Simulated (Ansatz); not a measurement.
`NBF` + NH₃ → `NBN` + H–F  (ligand exchange at a B–F bond)

Gas-phase electronic energies from Ansatz, PBE0-D4/def2-TZVP geometries. CCSD(T)/CBS adds triple-zeta CCSD(T) − MP2 to the extrapolated MP2 energy (def2 sets, frozen cores). This one scheme is used for every species. One conformer a species, not always the lowest.

`NBF`:

Z-matrix (Å, degrees):
```
N
B 1 1.389
H 1 1.006 2 122.9
H 1 1.004 2 122.4 3 -180.0
F 2 1.337 1 119.2 3 0.0
H 2 1.196 1 121.8 3 -180.0
```

NH₃:

Cartesian coordinates in Å:
```
N -0.105 0.183 -0.186
H 0.300 0.653 0.614
H -0.817 -0.445 0.166
H 0.622 -0.391 -0.594
```

`NBN`:

Z-matrix (Å, degrees):
```
N
B 1 1.409
H 1 1.002 2 121.9
H 1 1.005 2 124.5 3 -180.0
N 2 1.409 1 122.9 3 180.0
H 2 1.200 1 118.5 3 -0.0
H 5 1.003 2 121.9 1 -180.0
H 5 1.005 2 124.5 1 -0.0
```

H–F:

Z-matrix (Å, degrees):
```
F
H 1 0.920
```

```tsv
species	HF/def2-QZVPP energy (Eh)
`NBF`	-180.51541
NH₃	-56.22439
`NBN`	-136.64708
H–F	-100.07004
```

**Question.** Work out ΔE.

**Answer.** ΔE = (-136.64708) + (-100.07004) − (-180.51541) − (-56.22439) = 0.02268 Eh = +59.5 kJ/mol. CCSD(T)/CBS gives +43.3 kJ/mol.

Largest T1 diagnostic among the species: 0.012.

The D4 term adds −3.6 kJ/mol with B3LYP and −1.9 kJ/mol with PBE0; it sums over pairs of atoms, weighted by their polarisabilities, and B3LYP, whose exchange is more repulsive, gets the larger term. Leaving LDA and LC-ωPBE aside and taking each functional with its dispersion term where it has one, the values, not all of them listed here, spread over 15.2 kJ/mol, from revPBE-D4 to B97M-V. LDA lies −7.8 kJ/mol from PBE without D4.

B3LYP here is the variant with VWN-RPA as its local correlation; programs differ in this.
